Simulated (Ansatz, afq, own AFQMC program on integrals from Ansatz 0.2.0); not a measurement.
# Breaking Si2–I4 in SiI$_{3}$F, singlet

```xyz
5

F    -0.6920   -0.0239    1.5679
Si   -0.0351   -0.0153    0.0930
I     1.7306   -1.6760    0.0782
I    -1.7906   -0.5709   -1.4834
I     0.8370    2.2125   -0.2971
```

Products: SiI2F (doublet; F–Si(–I)–I) and I (doublet), each relaxed with PBE0/def2-SVP like the molecule; electronic energies without zero-point terms. Determinants: RHF, UHF and UHF in that order.

Basis def2-SVP with its core potentials. Noble-gas cores (and the filled d shells of Ga–Kr and In–Xe) are frozen. Ansatz 0.2.0 and our own AFQMC program on the same integrals; the CISD trial comes from CCSD amplitudes, and released means the phaseless constraint is let go. Error bars are statistical, one sigma. No spin–orbit coupling. The errors of all members are added in quadrature.

No full CI on the walks' own integrals is used here. The released AFQMC energy serves as the reference, which it does only where one determinant dominates, the energy is flat over the last release times and near the phaseless one (40 meV or 2 meV an electron, half that with transition metals). On small molecules, where full CI could be run and the noise was under 10 meV, such values lay within 10 meV of it in 19 cases of 20, a flattering rate, since the rule was set on those same cases; what remains of the bias isn't in the error bar. Each member takes its own surest rung, up to full CI.

The best estimate is CCSD(T) at the basis-set limit (CBS: def2-TZVPP and def2-QZVPP, with their diffuse functions for anions and beside diffuse sets, CCSD(T) itself extrapolated) plus the step from CCSD(T) to AFQMC with the constraint released in def2-SVP. Rows without CBS are in def2-SVP, the functionals in def2-TZVP; B2PLYP and the wave-function rows carry a basis error of their own. Core correlation and relativity beyond core potentials are missing, and ± holds the sampling alone.

Cautions: inner d shell frozen; no spin-orbit coupling; SiI₃F (singlet): the released value is read at 0.90 1/Eh with a noise of 11 meV, more than in the cases checked (meV from the phaseless value at times in 1/Eh: -2 ± 7 at 0.21, -1 ± 8 at 0.42, -5 ± 11 at 0.63, 5 ± 11 at 0.90); SiI₂F (doublet): the released value is read at 0.90 1/Eh (meV from the phaseless value at times in 1/Eh: -3 ± 8 at 0.21, -4 ± 9 at 0.42, 3 ± 7 at 0.63, 3 ± 7 at 0.90).

Best estimate: 3.370 ± 0.013 eV.

```tsv
level	bond energy (eV)	error against the best estimate (eV)
HF	2.074	-1.296 ± 0.013
MP2	3.060	-0.310 ± 0.013
CCSD	2.817	-0.553 ± 0.013
CCSD(T)	2.885	-0.486 ± 0.013
ph-AFQMC/CISD	2.886 ± 0.012	-0.485 ± 0.018
released AFQMC	2.883 ± 0.013	-0.487
HF/CBS	2.150	-1.220 ± 0.013
MP2/CBS	3.595	0.225 ± 0.013
CCSD(T)/CBS	3.373	0.003 ± 0.013
PBE	3.137	-0.233 ± 0.013
r2SCAN	3.168	-0.202 ± 0.013
PBE0	3.170	-0.200 ± 0.013
B3LYP	2.906	-0.464 ± 0.013
wB97M-V	3.284	-0.086 ± 0.013
B2PLYP	3.081	-0.289 ± 0.013
```

Correlation beyond CCSD(T) changes it by less than twice the noise. Going to the basis-set limit adds 0.488 eV at CCSD(T). The perturbative (T) step is worth +0.067 eV.

Best estimates are given only where the step beyond CCSD(T) is under 0.3 eV and no member's determinant is very poor (T1 over 0.05, or 0.07 for open shells, ⟨S²⟩ too high by 0.3, two states mixed), so the hardest cases are missing from such tables.

The functionals ran in a triple-zeta set and keep a basis error of their own, a few kJ/mol for each bond in atomization energies and more for double hybrids, so close places among them and the extrapolated levels can swap.

Each member of a difference takes its own highest rung, so a best estimate needn't equal the limit plus the step of one row. Released energies are given only where the last usable release times agree within the noise; a slower fall can still hide under it. The exponents were fitted on light atoms, and def2 sets of heavy atoms don't grow evenly, so the limit is rough here.
